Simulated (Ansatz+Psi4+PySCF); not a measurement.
Two shapes of doublet NO₂.

Shape 1:

```xyz
3

N     0.0000    0.0000    0.0000
O     0.0000    1.1046    0.4689
O     0.0000   -1.1046    0.4689
```

Shape 2:

```xyz
3

N     0.0000    0.0000    0.0000
O     0.0000    1.1322    0.4806
O     0.0000   -1.0770    0.4572
```

Basis set: cc-pVTZ (spherical functions). Correlated methods keep 3 orbitals frozen. Correlation on ROHF uses semicanonical orbitals with singles. Charge 0, multiplicity 2.

Computed with Ansatz (development build ahead of 0.2.0) and Psi4 1.11; each method stands on the lowest determinant of its kind that the runs found.

Which shape is lower in energy, and by how much in each method?

| method | E(2) − E(1) (eV) |
| --- | --- |
| ROHF | 0.036 |
| ROHF-MP2 | 0.064 |
| UHF-MP2 | 0.056 |
| ROHF-CCSD | 0.048 |
| UHF-CCSD(T) | 0.049 |

Shape 1 is lower. Caution for UHF-MP2, UHF-CCSD(T): the determinant breaks the point group. Caution for UHF-MP2: another reference gives a lower total.
